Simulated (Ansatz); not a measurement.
## Two-coordinate energy map

Si$_{2}$H$_{5}$O (SMILES [SiH2-]O[SiH3]) (charge -1), singlet, PBE0-D4/def2-TZVPD minimum:

```
8
angstrom
Si -1.5589 0.6345 -1.0461
O -0.6609 -0.7668 -0.4303
Si 0.6497 -0.6845 0.4962
H -0.3666 1.3587 -1.7312
H -1.4269 1.5267 0.2224
H 1.1593 -2.0721 0.7795
H 0.4119 -0.0551 1.8350
H 1.7924 0.0587 -0.1255
```

Rows set the bond length O2–Si3 (Å; 1.607 at the minimum), columns the angle H6–Si3–O2 (°; 109.7), set in this order; the parts move rigidly, in a bend the first-named atom's side turns in the plane, and in a torsion the whole end group turns. CCSD(T) energies count from the value at that structure, in eV. Computed with Ansatz 0.2.0 (basis: def2-TZVPPD); correlated methods freeze the cores.

| O2–Si3 \ H6–Si3–O2 | 79.7 | 89.7 | 99.7 | 109.7 | 119.7 | 129.7 | 139.7 |
| --- | --- | --- | --- | --- | --- | --- | --- |
| 1.318 | 4.164 | 3.502 | ? | 2.922 | 2.942 | 3.143 | 3.520 |
| 1.416 | 2.163 | 1.565 | 1.209 | 1.062 | ? | 1.320 | 1.705 |
| 1.561 | 0.957 | 0.451 | 0.158 | 0.056 | 0.126 | 0.360 | ? |
| 1.729 | 0.899 | 0.487 | 0.260 | 0.200 | 0.296 | ? | 0.940 |
| 1.916 | 1.528 | 1.203 | 1.032 | 1.006 | 1.120 | 1.369 | 1.754 |
| 2.117 | 2.416 | 2.162 | 2.033 | 2.026 | 2.140 | 2.371 | 2.717 |
| 2.330 | 3.260 | 3.061 | 2.957 | 2.950 | – | – | – |

Task: Fill in the withheld cells. (An estimate is asked for; the value comes from the calculation.)

Result: Computed: (1.318, 99.7): 3.100; (1.416, 119.7): 1.104; (1.561, 139.7): 0.754; (1.729, 129.7): 0.544 eV. These count from the CCSD(T) energy at the PBE0-D4 minimum.

The same grid for a cheaper method: MP2 − CCSD(T), both counted from the minimum, in eV:
```csv
O2–Si3 \ H6–Si3–O2,79.7,89.7,99.7,109.7,119.7,129.7,139.7
1.318,0.040,0.033,0.029,0.028,0.029,0.034,0.041
1.416,0.029,0.022,0.019,0.018,0.019,0.024,0.031
1.561,0.014,0.008,0.005,0.004,0.006,0.011,0.019
1.729,0.000,-0.005,-0.008,-0.008,-0.005,0.000,0.010
1.916,-0.008,-0.012,-0.013,-0.012,-0.007,0.002,0.015
2.117,0.001,-0.001,-0.001,0.004,0.014,0.030,0.054
2.330,0.052,0.048,0.051,0.062,–,–,–
```

T1 diagnostic: at most 0.032. The restricted Hartree–Fock reference is unstable towards an unrestricted one here.

For scale, one of the runs: CCSD(T)/def2-TZVPPD, 221 basis functions (an equivalent command: `ansatz run in.yaml --threads 2`). Hardware: 2 CPU threads, shared host. Wall time 66 s; peak host memory 3.2 GiB.
